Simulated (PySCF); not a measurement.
# One shape, several levels: H3NO (SMILES NO)

Aim: a comparison of 3 runs (MP2/STO-6G, CISD/STO-6G, UCCSD(T)/STO-6G) of H3NO. The job is set up through a Python script.

The calculation is run with PySCF 2.14.0.

2 further runs of the same task are left out: 2 set aside as unsound or not needed.

**1. The molecule**

H3NO: 5 atoms, total charge 0, spin state singlet. SMILES: `NO`. The O2–H5 distance was set to 1.729 Å, away from the relaxed value. At this shape a bond of the SMILES string is far longer than usual.

Bond lengths: N1–O2 1.422 Å, N1–H3 1.016 Å, N1–H4 1.016 Å. Angles: O2–N1–H3 104.5°, O2–N1–H4 104.5°, H3–N1–H4 106.0°.

**2. A single-point energy at MP2/STO-6G (run 1)**

Contents of job.py:

```python
from pyscf import gto, scf, mp

mol = gto.Mole()
mol.atom = '''
N     -0.757573    -0.624544     0.091239
O     -0.227993     0.402786     0.920469
H     -0.755143    -1.453274     0.679179
H     -1.734103    -0.373094    -0.033801
H      1.105010     0.995100    -0.007440
'''
mol.verbose = 3
mol.max_memory = 1860
mol.basis = 'sto-6g'
mol.charge = 0
mol.build()

mf = scf.RHF(mol)
mf.conv_tol = 1e-10
mf.kernel()
if not mf.converged:
    mf = mf.newton().run(mf.mo_coeff, mf.mo_occ)

pt = mp.MP2(mf, frozen=2).run()
etot = pt.e_tot
print('Final energy', etot)
```

Run with:

```
$ OMP_NUM_THREADS=1 python job.py
```

Standard output:

```text
converged SCF energy = -130.306443648158
E(RMP2) = -130.449947699888  E_corr = -0.143504051729885
E(SCS-RMP2) = -130.467848465811  E_corr = -0.161404817652516
Final energy -130.4499476998881
```

Wall time 0.78 s (1 thread of Arm Neoverse V1, shared host); peak memory 0.12 GiB.

**3. The energy at CISD/STO-6G (run 2)**

Contents of job.py:

```python
from pyscf import gto, ci

molecule = gto.M(
    atom=[
    ('N', (-0.757573, -0.624544, 0.091239)),
    ('O', (-0.227993, 0.402786, 0.920469)),
    ('H', (-0.755143, -1.453274, 0.679179)),
    ('H', (-1.734103, -0.373094, -0.033801)),
    ('H', (1.105010, 0.995100, -0.007440)),
],
    spin=0,
    verbose=3,
    max_memory=1860,
    basis='sto-6g',
)

myscf = molecule.RHF()
myscf.conv_tol = 1e-10
myscf.kernel()
if not myscf.converged:
    myscf = myscf.newton().run(myscf.mo_coeff, myscf.mo_occ)

cisd = ci.CISD(myscf, frozen=2)
cisd.kernel()
etot = cisd.e_tot
print(f'total energy: {etot:.8f} hartree')
```

Run with:

```
$ OMP_NUM_THREADS=1 python job.py
```

Standard output:

```text
converged SCF energy = -130.306443648158
E(RCISD) = -130.4992913497247  E_corr = -0.1928477015664642
total energy: -130.49929135 hartree
```

Wall time 0.84 s (1 thread of Arm Neoverse V1, shared host); peak memory 0.12 GiB.

**4. A single-point energy at UCCSD(T)/STO-6G (run 3)**

Contents of run.py:

```python
from pyscf import gto, scf, cc

mol = gto.M(
    atom='''
N     -1.431605    -1.180217     0.172417
O     -0.430844     0.761155     1.739434
H     -1.427013    -2.746290     1.283462
H     -3.276980    -0.705045    -0.063875
H      2.088166     1.880466    -0.014060
''',
    basis='sto-6g',
    max_memory=1860,
    charge=0,
    verbose=4,
    unit='bohr',
)

hf = scf.UHF(mol)
hf.conv_tol = 1e-10
hf.kernel()
if not hf.converged:
    hf = hf.newton().run(hf.mo_coeff, hf.mo_occ)
for _ in range(3):
    mo, _, stable, _ = hf.stability(return_status=True)
    if stable:
        break
    hf.kernel(hf.make_rdm1(mo, hf.mo_occ))

mycc = cc.CCSD(hf, frozen=2)
mycc.kernel()
e_t = mycc.ccsd_t()
energy = mycc.e_tot + e_t
print('E(%s) = %.9f' % ('CCSD(T)', energy))
```

Run with:

```
$ OMP_NUM_THREADS=1 python run.py
```

Standard output:

```text
PySCF version 2.14.0

[... 97 lines left out ...]
converged SCF energy = -130.306443754753  <S^2> = 1.1805668e-10  2S+1 = 1
[... 72 lines left out ...]
converged SCF energy = -130.400824858723  <S^2> = 0.86156971  2S+1 = 2.1086201
[... 14 lines left out ...]
Init t2, MP2 energy = -0.0687918680453162
[... 26 lines left out ...]
UCCSD converged
[... 2 lines left out ...]
E(CCSD(T)) = -130.519837992
```

It took 1.1 s on 1 thread of Arm Neoverse V1, shared host; peak memory 0.12 GiB.

**5. All runs side by side**

| run | level | follow instability | energy (Eh) | dipole moment (D) of the reference | HOMO energy (eV) | LUMO energy (eV) | wall time |
| --- | --- | --- | --- | --- | --- | --- | --- |
| 1 | MP2/STO-6G | – | -130.449948 | 1.12 | -7.68 | 5.03 | 0.78 s |
| 2 | CISD/STO-6G | – | -130.499291 | 1.12 | -7.68 | 5.03 | 0.84 s |
| 3 | UCCSD(T)/STO-6G | yes | -130.519838 | 1.75 | -9.93 | 9.40 | 1.1 s |

**6. Results**

| quantity | value |
| --- | --- |
| run 3: total energy | -130.51984 Eh |
| run 3: dipole moment (Hartree–Fock density) | 1.75 D |
| run 3: HOMO energy (Hartree–Fock orbitals) | -9.93 eV |
| run 3: LUMO energy (Hartree–Fock orbitals) | 9.40 eV |
| run 3: HOMO–LUMO gap (Hartree–Fock orbitals) | 19.34 eV |
| run 3: correlation energy (2 core orbitals frozen) | -119.0 mEh |
| run 3: (T) correction | -2.46 mEh |
| run 3: ⟨S²⟩ of the reference determinant | 0.862 |
| run 3: T1 diagnostic | 0.069 |

What this shows: In runs 1, 2, 3 the basis is minimal, so the values are rough. In runs 1, 2 a closed-shell determinant meets a far-stretched bond, which it describes badly. Spin contamination of the reference: run 3 ⟨S²⟩ = 0.86. Where it is this large, the reference is a mixture of spin states, and values that rest on it are in doubt. All runs together took 2.8 s, the longest 1.1 s.
